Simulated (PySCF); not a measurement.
Gas-phase reaction: 2 H₃SiCCH + 3 SiH₄ = 2 C₂H₅ + 5 SiH₂

Method: PySCF energies plus ideal-gas RRHO corrections (1 bar). S°(298 K) at PBE0/def2-TZVP differs from the NASA 1993 table for C₂H₅ (+9 J/mol/K); whether the harmonic model or the table's entry is off was not settled. † marks an energy on the PBE0/def2-TZVP geometry and frequencies; other levels use their own. MP2 and CCSD(T) freeze the core. Open shells (unrestricted): C₂H₅ (multiplicity 2); the rest are closed-shell singlets. B3LYP is the form with VWN-RPA correlation. MP2 isn't extrapolated to the basis-set limit; its ΔH°(298 K) is 1053.4 kJ in def2-SVP and 1106.5 kJ in def2-TZVPP. CCSD(T) isn't extrapolated to the basis-set limit; its ΔH°(298 K) is 949.5 kJ in def2-SVP and 1000.9 kJ in def2-TZVPP. The harmonic model lacks anharmonicity and excited electronic states, which grow with temperature; levels with a mode under 35 cm⁻¹ are left out. Internal rotation in C₂H₅ is treated as a harmonic vibration of one conformer, which makes the entropy rough.

```tsv
level	ΔE electronic, kJ	ΔH°(298 K), kJ	ΔS°(298 K), J/K	ΔG°(1800 K), kJ
B3LYP/def2-TZVP†	967	974	400	294
CCSD(T)/def2-SVP†	943	949	400	270
HF/def2-TZVP†	894	901	400	221
MP2/def2-SVP†	1047	1053	400	374
PBE/def2-TZVP†	970	976	400	297
PBE0/def2-TZVP	971	978	400	298
LDA/def2-TZVP†	1054	1061	400	381
ωB97M-V/def2-TZVP†	979	986	400	306
ωB97X-V/def2-TZVP†	1025	1032	400	352
```
ΔH° is lowest at HF/def2-TZVP† and highest at LDA/def2-TZVP†. No reference value is set beside these.
